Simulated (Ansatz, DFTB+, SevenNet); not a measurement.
# fcc Rh: properties by level of theory

Reference values: lattice constant a 3.794 Å (measured, static lattice: zero-point anharmonic expansion removed; as tabulated in Mejia-Rodriguez and Trickey (2018), arXiv:1807.09216); elastic constant C11 413 GPa (measured, temperature not stated, not corrected to a static lattice; as tabulated in Mehl and Papaconstantopoulos (1996), arXiv:mtrl-th/9602003); elastic constant C44 184 GPa (measured, temperature not stated, not corrected to a static lattice; as tabulated in Mehl and Papaconstantopoulos (1996), arXiv:mtrl-th/9602003).

```json
[
 {"level (code)": "GFN1-xTB as cut by DFTB+", "lattice constant a (Å)": "3.856", "elastic constant C11 (GPa)": "308", "elastic constant C44 (GPa)": "102"},
 {"level (code)": "SevenNet-0", "lattice constant a (Å)": "?", "elastic constant C11 (GPa)": "300", "elastic constant C44 (GPa)": "?"},
 {"level (code)": "r²SCAN (Ansatz)", "lattice constant a (Å)": "?", "elastic constant C11 (GPa)": "447", "elastic constant C44 (GPa)": "197"}
]
```

Some entries are withheld; supply them.


- SevenNet-0, lattice constant a (Å): 3.849
- SevenNet-0, elastic constant C44 (GPa): 90.5
- r²SCAN (Ansatz, a quantum-chemistry and plane-wave program), lattice constant a (Å): 3.800

Differences from the reference values (errors of the level alone only where the reference is corrected to a static lattice):

```json
[
 {"level": "GFN1-xTB as cut by DFTB+", "lattice constant a (%)": "+1.63", "elastic constant C11 (%)": "-25", "elastic constant C44 (%)": "-45"},
 {"level": "SevenNet-0", "lattice constant a (%)": "+1.45", "elastic constant C11 (%)": "-27", "elastic constant C44 (%)": "-51"},
 {"level": "r²SCAN", "lattice constant a (%)": "+0.16", "elastic constant C11 (%)": "+8.2", "elastic constant C44 (%)": "+7.1"}
]
```

Nearest: lattice constant a, r²SCAN; elastic constant C11, not ranked (reference at room or unstated temperature); elastic constant C44, not ranked (reference at room or unstated temperature).

Machine-learned potentials (SevenNet-0) are trained on DFT data: a solid inside that data is no test of them.

Caveats: codes differ in how they cut the long-range tail of xTB's charge interaction in a crystal, so the value belongs to this code (GFN1-xTB as cut by DFTB+); the method was fitted mainly to molecules (GFN1-xTB as cut by DFTB+). Ansatz's density-functional and Hartree–Fock values are scalar-relativistic unless marked +SOC, with PAW data made under PBE.

The crystal itself was run without spin with r²SCAN; a magnetic state was not tried in these runs.

Differences are worked out from the printed values.

The computed numbers hold no vibrational or temperature effects.
